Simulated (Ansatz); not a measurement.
# doublet [CF]2+ at 6 levels

We compute a comparison of 6 runs (UHF/STO-3G, UB3LYP/6-31G*, U-wB97M-V/aug-cc-pVTZ, UPBE/aug-cc-pVTZ, UPBE0/aug-cc-pVTZ, USVWN5/aug-cc-pVTZ) of doublet [CF]2+. 

The results are computed with Ansatz 0.2.0.

2 further runs of the same task are left out: 2 set aside as unsound or not needed.

## 1. The system as given

The species is [CF]2+ (2 atoms), meant as a doublet with charge +2. SMILES of the parent species: `[C+]F`. The shape is that of a PBE0-D4/def2-TZVP optimisation. That shape belongs to the parent species and isn't relaxed for this state.

Bond lengths: C1–F2 1.153 Å.

## 2. The energy at UHF/STO-3G (run 1)

molecule.yaml

```yaml
crystal:
  periodic: [false, false, false]
  atoms:
    - {symbol: C, position_ang: [0.492270, -0.160830, 0.253170]}
    - {symbol: F, position_ang: [-0.492270, 0.160830, -0.253170]}
basis:
  gaussian: {orbitals: STO-3G}
accuracy: high
total_charge: 2
magnetization: {spin_polarized: true, initial_magnetization: 1}
hamiltonian: {xc: hf}
output: {orbitals: {seedname: orbitals}}
```

On the command line:

```
$ ansatz run molecule.yaml --threads 1 --pin off --max-ram 3480MiB --events-out events.jsonl --progress --plain --runs-dir runs
```

Output:

```text
Warning: RAYON_NUM_THREADS=1 ignored (pool sized by the plan → 1); use --threads N
Functional definition: HF
  name "HF"
  exchange = exact_x
  correlation = 0
149 factors; integrals over basis functions are off by at most 3.0e-8 eV
mean field evaluation 1: about -3639.6453 eV, gradient 3.6e1 eV
mean field evaluation 2: about -3639.6742 eV, gradient 3.6e1 eV
mean field evaluation 4: about -3649.3981 eV, gradient 2.8e0 eV
mean field evaluation 8: about -3649.5389 eV, gradient 1.9e-1 eV
mean field evaluation 16: about -3649.5314 eV, gradient 1.1e-8 eV
mean field evaluation 32: about -3640.8207 eV, gradient 2.9e0 eV
mean field -3649.53142643 eV, -134.1178061800 hartree, gradient 1.1e-8 eV, S^2 0.805475; 0 other end points of the search recorded, 0 dependent functions left out
reference -3649.53142643 eV, -134.1178061800 hartree; 7, 6 occupied and 3, 4 virtual orbitals, 149 factors
Total energy: -3649.53142643 eV, -134.1178061800 hartree
```

Run time: 0.06 s. Hardware: 1 thread of Arm Neoverse V2, shared host.

## 3. A single-point energy at UB3LYP/6-31G(d) (spherical functions) (run 2)

in.yaml

```yaml
crystal:
  periodic: [false, false, false]
  atoms:
    - {symbol: C, position_ang: [0.492270, -0.160830, 0.253170]}
    - {symbol: F, position_ang: [-0.492270, 0.160830, -0.253170]}
basis:
  gaussian: {orbitals: 6-31G_st_-spherical.json}
total_charge: 2
magnetization: {spin_polarized: true, initial_magnetization: 1}
hamiltonian: {xc: {name: B3LYP}}
accuracy: high
output: {orbitals: {seedname: orbitals}}
```

The basis set 6-31G* is read from a file made from the Basis Set Exchange's data (not shown).

On the command line:

```
$ ansatz run in.yaml --threads 1 --pin off --max-ram 3480MiB --events-out events.jsonl --progress --plain --runs-dir runs
```

Output:

```text
Warning: RAYON_NUM_THREADS=1 ignored (pool sized by the plan → 1); use --threads N
Functional definition: B3LYP
  name "B3LYP"
  parameter a0 = 0.2
  parameter ax = 0.72
  parameter ac = 0.81
  exchange = (1 - a0 - ax)*slater_x + ax*b88_x + a0*exact_x
  correlation = (1 - ac)*vwn_rpa_c + ac*lyp_c
517 factors; integrals over basis functions are off by at most 3.1e-9 eV
mean field evaluation 1: about -3687.4338 eV, gradient 8.8e1 eV
mean field evaluation 2: about -3483.8544 eV, gradient 2.0e2 eV
mean field evaluation 4: about -3713.6903 eV, gradient 4.1e0 eV
mean field evaluation 8: about -3713.7416 eV, gradient 9.8e-2 eV
mean field evaluation 16: about -3713.7417 eV, gradient 5.2e-7 eV
mean field -3713.74174772 eV, -136.4774919642 hartree, gradient 4.2e-8 eV, S^2 0.759624; 0 other end points of the search recorded, 0 dependent functions left out
reference -3713.74176416 eV, -136.4774925683 hartree; 7, 6 occupied and 21, 22 virtual orbitals, 517 factors
Total energy: -3713.74176416 eV, -136.4774925683 hartree
```

Run time: 0.74 s. Hardware: 1 thread of Arm Neoverse V2, shared host; peak memory 0.091 GiB.

Run 3 isn't shown in full; the table further down has it.

## 4. The energy at UPBE/aug-cc-pVTZ (run 4)

job.yaml

```yaml
crystal:
  periodic: [false, false, false]
  atoms:
    - symbol: C
      position_ang: [0.492270, -0.160830, 0.253170]
    - symbol: F
      position_ang: [-0.492270, 0.160830, -0.253170]
basis:
  gaussian: {orbitals: aug-cc-pVTZ}
total_charge: 2
magnetization: {spin_polarized: true, initial_magnetization: 1}
hamiltonian: {xc: pbe}
accuracy: high
output: {orbitals: {seedname: orbitals}}
```

On the command line:

```
$ ansatz run job.yaml --threads 1 --pin off --max-ram 3480MiB --events-out events.jsonl --progress --plain --runs-dir runs
```

Output:

```text
Warning: RAYON_NUM_THREADS=1 ignored (pool sized by the plan → 1); use --threads N
Functional definition: PBE
  name "PBE"
  parameter kappa = 0.804
  parameter beta = 0.06672455060314922
  exchange = pbe_x(kappa = kappa, mu = beta*pi^2/3)
  correlation = pbe_c(beta = beta)
1257 factors; integrals over basis functions are off by at most 3.3e-9 eV
mean field evaluation 1: about -3680.5182 eV, gradient 1.1e2 eV
mean field evaluation 2: about -3435.2915 eV, gradient 2.2e2 eV
mean field evaluation 4: about -3711.4689 eV, gradient 1.1e1 eV
mean field evaluation 8: about -3711.8520 eV, gradient 2.4e-1 eV
mean field evaluation 16: about -3711.8521 eV, gradient 8.0e-7 eV
mean field -3711.85214280 eV, -136.4080502641 hartree, gradient 3.3e-8 eV, S^2 0.761876; 0 other end points of the search recorded, 0 dependent functions left out
reference -3711.85214513 eV, -136.4080503499 hartree; 7, 6 occupied and 85, 86 virtual orbitals, 1257 factors
Total energy: -3711.85214513 eV, -136.4080503499 hartree
```

It took 2.3 s on 1 thread of Arm Neoverse V2, shared host; peak memory 0.17 GiB.

Run 5 isn't shown in full; the table further down has it.

## 5. A single-point energy at USVWN5/aug-cc-pVTZ (run 6)

job.yaml

```yaml
crystal:
  periodic: [false, false, false]
  atoms:
    - {symbol: C, position_ang: [0.492270, -0.160830, 0.253170]}
    - {symbol: F, position_ang: [-0.492270, 0.160830, -0.253170]}
basis:
  gaussian:
    orbitals: aug-cc-pVTZ
hamiltonian:
  xc: {name: SVWN5}
total_charge: 2
output: {orbitals: {seedname: orbitals}}
magnetization:
  spin_polarized: true
  initial_magnetization: 1
accuracy: high
```

On the command line:

```
$ ansatz run job.yaml --threads 1 --pin off --max-ram 3480MiB --events-out events.jsonl --progress --plain --runs-dir runs
```

Output:

```text
Warning: RAYON_NUM_THREADS=1 ignored (pool sized by the plan → 1); use --threads N
Functional definition: SVWN5
  name "SVWN5"
  exchange = slater_x
  correlation = vwn5_c
1257 factors; integrals over basis functions are off by at most 3.3e-9 eV
mean field evaluation 1: about -3657.0346 eV, gradient 1.1e2 eV
mean field evaluation 2: about -3411.5419 eV, gradient 2.2e2 eV
mean field evaluation 4: about -3688.1601 eV, gradient 1.1e1 eV
mean field evaluation 8: about -3688.5146 eV, gradient 2.2e-1 eV
mean field evaluation 16: about -3688.5148 eV, gradient 4.0e-7 eV
mean field -3688.51477777 eV, -135.5504179181 hartree, gradient 1.2e-8 eV, S^2 0.761482; 0 other end points of the search recorded, 0 dependent functions left out
reference -3688.51478025 eV, -135.5504180092 hartree; 7, 6 occupied and 85, 86 virtual orbitals, 1257 factors
Total energy: -3688.51478025 eV, -135.5504180092 hartree
```

It took 1.6 s on 1 thread of Arm Neoverse V2, shared host; peak memory 0.16 GiB.

## 6. The series

| run | level | energy (Eh) | HOMO energy (eV) | LUMO energy (eV) | ⟨S²⟩ | wall time |
| --- | --- | --- | --- | --- | --- | --- |
| 1 | UHF/STO-3G | -134.117806 | -42.81 | -24.12 | 0.805 | 0.06 s |
| 2 | UB3LYP/6-31G* (spherical functions) | -136.477493 | -36.77 | -29.93 | 0.760 | 0.74 s |
| 3 | U-wB97M-V/aug-cc-pVTZ | -136.513996 | -39.19 | -27.29 | 0.759 | 12 s |
| 4 | UPBE/aug-cc-pVTZ | -136.408050 | -34.89 | -30.56 | 0.762 | 2.3 s |
| 5 | UPBE0/aug-cc-pVTZ | -136.400115 | -37.11 | -29.14 | 0.763 | 2.5 s |
| 6 | USVWN5/aug-cc-pVTZ | -135.550418 | -34.70 | -30.98 | 0.761 | 1.6 s |

## 7. Outcome

```
                                 quantity          value
                      run 6: total energy  -135.55042 Eh
run 6: HOMO energy (highest over α and β)      -34.70 eV
 run 6: LUMO energy (lowest over α and β)      -30.98 eV
                              run 6: ⟨S²⟩          0.761
```

Totals of different functionals can't be ranked against each other. In run 1 the basis is minimal, so the values are rough. All runs together took 20 s, the longest 12 s.
